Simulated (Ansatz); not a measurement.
hcp Re was calculated with HSE06 (plane waves, PAW; Ansatz, an electronic-structure program).

Run with plane-wave cutoff 500 eV, 10×6×1 k mesh (along the axes of the cell as run), Fermi–Dirac smearing 0.1 eV, scalar-relativistic PAW data made under PBE.

The cell is the one relaxed with r²SCAN.

Q: Predict the surface energy of the (10-10) face and work function of the (10-10) face.

A: 
surface energy of the (10-10) face: 4.33 J/m²
work function of the (10-10) face: 4.05 eV

Note: exact exchange on metals is sensitive to the k mesh and can open a false gap; the run warned that the count of filled bands differs between k points.

The slab of 10 atoms is relaxed and unreconstructed.

Spin–orbit coupling is not included.

Static lattice: no zero-point or thermal effects.

It cost roughly 40 core-minutes of CPU time.
